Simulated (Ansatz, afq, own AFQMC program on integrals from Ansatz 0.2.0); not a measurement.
**H2O⁻, doublet: AFQMC among the cluster methods**

```xyz
3

O     0.0000   -0.0806    0.0000
H     0.0000    0.6394    0.6609
H     0.0000    0.6394   -0.6609
```

Basis aug-cc-pVDZ. Only valence electrons are correlated. Integrals, coupled cluster, full CI and functionals: Ansatz 0.2.0; the random walks run on the same integrals in our own AFQMC program. ph-AFQMC/CISD is guided by a CISD state made of CCSD amplitudes; releasing the constraint for a short imaginary time cuts its bias at the price of noise, slowly where states lie close. Error bars are statistical, one sigma.

Determinant: UHF, the one that the program's search chose, which needn't be the lowest solution. The geometry is a point of a scan.

No full CI on the walks' own integrals is used here; CCSDT(Q) serves as the reference and is uncertain by about the last step of the cluster series.

```
T1 diagnostic                               : 0.0190
weight of the determinant in the CISD state : 0.927
⟨S²⟩ of the determinant                     : 0.750
size of the correlated space                : 9 electrons in 40 orbitals
```

| level | correlation energy (eV) |
| --- | --- |
| MP2 | -6.2521 |
| CCSD | -6.4524 |
| CCSD(T) | -6.6266 |

**Question.** Estimate where phaseless AFQMC with a CISD trial lies against CCSD(T) on the same integrals.

**Answer.** 2.5 ± 1.6 kJ/mol below CCSD(T). The gap is under twice the noise, so this walk alone can't tell the two apart.

Reference: CCSDT(Q), correlation energy -6.651 eV. The released energy is read at 2.40 1/Eh (meV from the phaseless value at times in 1/Eh: -14 ± 12 at 0.24, -7 ± 10 at 0.51, -7 ± 10 at 0.99, 22 ± 11 at 1.62, 21 ± 11 at 2.40).

| level | E − E(reference) (kJ/mol) | share of correlation (%) |
| --- | --- | --- |
| CCSD(T) | 2.3 | 99.64 |
| CCSDT | 1.6 | 99.75 |
| ph-AFQMC/CISD | -0.1 ± 1.6 | 100.02 |
| released AFQMC | 1.9 ± 1.0 | 99.70 |

A walk keeps the symmetry of its determinant, which the program's search chose and which needn't be the lowest solution, so a lower state of the same spin and another symmetry isn't excluded. Released energies are given only where the last usable release times agree within the noise; a slower fall can still hide under it.
